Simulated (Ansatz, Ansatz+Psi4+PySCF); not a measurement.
Two shapes of singlet H2O2.

Shape 1:

```xyz
4

O     0.0000    0.7341   -0.0527
O     0.0000   -0.7341   -0.0527
H     0.8396    0.8808    0.4220
H    -0.8396   -0.8808    0.4220
```

Shape 2:

```xyz
4

O     0.0000    0.7591   -0.0527
O     0.0000   -0.7591   -0.0527
H     0.8396    0.9058    0.4220
H    -0.8396   -0.9058    0.4220
```

Basis set: cc-pVTZ (spherical functions). Correlated methods keep 2 orbitals frozen. Charge 0, multiplicity 1.

Computed with Ansatz (development build ahead of 0.2.0) and Psi4 1.11; each method stands on the lowest determinant of its kind that the runs found.

(1) Which shape is lower in energy, and by how much in each method?

## Answers

(1)

| method | E(2) − E(1) (eV) |
| --- | --- |
| RHF | 0.148 |
| RHF-MP2 | 0.052 |
| RHF-CCSD(T) | 0.038 |

Shape 1 is lower.
